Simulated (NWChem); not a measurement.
Correlation energy of Cl (+1)

SMILES: [Cl+]
```xyz
1

Cl     0.0000     0.0000     0.0000
```
Charge +1, spin multiplicity 3.

All runs are NWChem calculations.

Basis set: cc-pVTZ. Each correlation energy counts from its own Hartree-Fock reference.

| method | correlation energy (mHa) |
|---|---|
| URI-MP2 | -123.6 |
| UMP2 | -123.6 |
| SCS-UMP2 | -123.6 |
| CCSD on UHF | -147.8 |
| CCSD[T] on UHF | -152.1 |
| CCSD(T) on UHF | -152.0 |
| CCSD on ROHF | -153.9 |
| CCSD[T] on ROHF | -158.5 |
| CCSD(T) on ROHF | -158.6 |
| CCSDT on ROHF | -159.0 |

The values span 35.4 mHa, from CCSDT on ROHF (lowest) to UMP2 (highest). 

The correlated methods keep 5 core orbitals frozen. No SCF solution was tested for a lower state. Open-shell Hartree-Fock references start from PBE0 orbitals. Coupled-cluster values serve here as a point of comparison, not as the truth.
